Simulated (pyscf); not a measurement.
Addition: H₂C=C(F)–F + methyl (CH₃•) -> H₃C–CH₂–C•(F)–F

Gas phase, doublet surface, charge 0. Bonds broken: none. Bonds formed: C1–C7. PySCF, gas phase, ωB97X-D3(BJ)/def2-SVP geometries.

Transition state (Å):

```xyz
10

C     -0.8661     0.5352     0.7349
C     -2.0849    -0.0144     0.5692
F     -2.3764    -1.2752     0.8282
F     -3.0952     0.5814    -0.0356
H     -0.1412     0.0013     1.3484
H     -0.7658     1.6116     0.6011
C      0.3836     0.1417    -1.1682
H     -0.2269     0.6419    -1.9256
H      1.3205     0.6335    -0.8891
H      0.3908    -0.9519    -1.1905
```

One imaginary mode, 502i cm⁻¹; descent along it reached the two sides named.

```
bond   change  reactant side (Å)  saddle  product side
-----  ------  -----------------  ------  ------------
C1–C7   forms                4.0   2.311         1.536
```

Electronic energies relative to the separated reactants (eV):

```tsv
level	barrier	reaction energy	reverse barrier
ωB97X-D3(BJ)/def2-TZVP	0.24	-1.54	1.79
PBE/def2-TZVP	0.10	-1.39	1.50
r²SCAN/def2-TZVP	0.17	-1.40	1.57
B3LYP-D3(BJ)/def2-TZVP	0.18	-1.34	1.52
PBE0-D3(BJ)/def2-TZVP	0.17	-1.54	1.71
M06-2X/def2-TZVP	0.29	-1.44	1.73
ωB97M-D3(BJ)/def2-TZVP	0.29	-1.38	1.67
HF/def2-TZVP	0.57	-1.17	1.75
```

With ωB97M-D3(BJ)/def2-TZVP energies and thermal terms (ideal gas, 1 atm, RRHO with modes under 100 cm⁻¹ raised to 100, one conformer, R ln 2 for rigid chiral ones), in eV:

```csv
T (K),ΔH‡,ΔG‡,ΔH,ΔG
298,0.34,0.72,-1.17,-0.73
600,0.35,1.10,-1.19,-0.27
900,0.37,1.47,-1.17,+0.18
1200,0.39,1.84,-1.14,+0.63
```

One saddle was located; it need not be the lowest between these sides.
